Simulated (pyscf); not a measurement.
PySCF, gas phase, ωB97X-D3(BJ)/def2-SVP geometries. MP2 and CC: frozen core, UHF for open shells. ΔMP2 is the change of the MP2 total energy from the triple- to the quadruple-zeta basis.

Q: For the elementary gas-phase step `[SH][GeH3]` → `[SH2]` + `[GeH2]` [singlet] (singlet surface; Ge–S, Ge–H broken, H–S formed), what barrier and reaction energy does CCSD(T)/def2-TZVPP + ΔMP2(QZVPP) give, measured from the reactant's lowest minimum found?

A: ΔE‡ = 53.2 kcal/mol, ΔE = +50.8 kcal/mol. Zero-point energy shifts the barrier by -2.3 kcal/mol. It is a 1,1-elimination, with an imaginary mode of 1148i cm⁻¹. On the product side the descent ends in an adduct with a Ge–S contact, 18.2 kcal/mol under the separated species and 21.0 kcal/mol under the saddle at ωB97X-D3(BJ)/def2-TZVP. What is counted as broken (Ge–S) persists as a longer contact in the product adduct; parting that adduct is a step of its own. At ωB97X-D3(BJ) the barrier from the zero used here is 58.0 kcal/mol. One saddle was located; it need not be the lowest between these sides. The CCSD(T) − MP2 part came from Ansatz, without density fitting, on the same reference. The frozen core leaves the outer d or s,p core shells of the metals and heavy elements correlated in the MP2 and CC values, and def2-TZVPP describes them poorly, which can shift differences by a few kcal/mol. Elements up to Kr have no core potential and no relativistic terms here.
